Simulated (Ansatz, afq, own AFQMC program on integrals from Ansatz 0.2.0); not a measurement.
BH3Cl, doublet in cc-pVTZ, levels against AFQMC with the constraint released

```
atom    x (Å)    y (Å)   z (Å)
   B  -2.0592   0.0000  0.0000
   H  -2.6560   1.0336  0.0000
   H  -2.6560  -1.0336  0.0000
   H  -0.5552   0.0000  0.0000
  Cl   0.7948   0.0000  0.0000
```

Connectivity, by distances: BH2 ··· Cl, 1 bridging H.

Basis cc-pVTZ. Only valence electrons are correlated. Ansatz 0.2.0 and our own AFQMC program on the same integrals; the CISD trial comes from CCSD amplitudes, and released means the phaseless constraint is let go. Uncertainties: one standard error, sampling alone.

Determinant: UHF, the one that the program's search chose, which needn't be the lowest solution. The geometry is a point of a scan.

No full CI on the walks' own integrals is used here. The released AFQMC energy serves as the reference, which it does only where one determinant dominates, the energy is flat over the last release times and near the phaseless one (40 meV or 2 meV an electron, half that with transition metals). On small molecules, where full CI could be run and the noise was under 10 meV, such values lay within 10 meV of it in 19 cases of 20, a flattering rate, since the rule was set on those same cases; what remains of the bias isn't in the error bar.

Cautions: the released value is read at 2.40 1/Eh (meV from the phaseless value at times in 1/Eh: 2 ± 4 at 0.24, -5 ± 4 at 0.51, -8 ± 6 at 0.99, -7 ± 6 at 1.62, -13 ± 7 at 2.40).

The T1 diagnostic is 0.0118. The weight of the determinant in the CISD state is 0.872 and the ⟨S²⟩ of the determinant is 0.770. The size of the correlated space is 13 electrons in 100 orbitals.

```json
{"level": "MP2", "correlation energy (eV)": "-8.1019"}
{"level": "CCSD", "correlation energy (eV)": "-9.1261"}
{"level": "CCSD(T)", "correlation energy (eV)": "-9.4369"}
```

(1) Estimate where phaseless AFQMC with a CISD trial lies against CCSD(T) on the same integrals.

(1) 1.15 ± 0.19 mEh below CCSD(T).

Reference: AFQMC with the constraint released, correlation energy -9.481 ± 0.007 eV.

```csv
level,E − E(reference) (mEh),share of correlation (%)
CCSD(T),1.62 ± 0.27,99.53
ph-AFQMC/HF,1.44 ± 1.03,99.59
ph-AFQMC/CISD,0.48 ± 0.33,99.86
```

A walk keeps the symmetry of its determinant, which the program's search chose and which needn't be the lowest solution, so a lower state of the same spin and another symmetry isn't excluded. Released energies are given only where the last usable release times agree within the noise; a slower fall can still hide under it.
